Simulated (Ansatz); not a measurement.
## How methods differ on CH2P2 (SMILES P#CP)

The species is CH2P2 (5 atoms), meant as a singlet with charge 0. As SMILES, `P#CP`. The coordinates come from a GFN2-xTB relaxation.

Quantity: the vertical ionisation energy (to the doublet cation), in eV. The values are calculated.

| level | kind | program | value (eV) | CPU time (all runs) |
| --- | --- | --- | --- | --- |
| SVWN5/STO-3G | LDA | Ansatz | 6.48 | 2.4 s |
| r2SCAN/STO-3G | meta-GGA | Ansatz | 6.55 | 12 s |
| B3LYP/STO-3G | global hybrid | Ansatz | 6.57 | 4 s |
| BHLYP/STO-3G | global hybrid | Ansatz | 6.50 | 5 s |
| wB97X/STO-3G | range-separated hybrid | Ansatz | 6.73 | 23 s |
| BCCD(T)/STO-3G | coupled cluster or CI | Ansatz | 5.95 | 1.4 s |
| CCSD(T)/STO-3G | coupled cluster or CI | Ansatz | 5.95 | 1.2 s |
| CCSDT(Q)/STO-3G | coupled cluster or CI | Ansatz | 5.97 | 3.2 s |

The values span 5.95 to 6.73 eV. Spin contamination of the reference (⟨S²⟩ at least 0.1 too high) touches BCCD(T)/STO-3G, CCSD(T)/STO-3G, CCSDT(Q)/STO-3G. The coupled-cluster rows rest on a doubtful reference here (large T1 or Brueckner and Hartree–Fock orbitals at odds), and rows may lie in different states. All rows use very small basis sets, so none should be taken for the real molecule's value. In so small a basis fixed costs decide the times, and correlated methods can beat functionals. CPU times are rough (shared hosts, several kinds of processor and program).
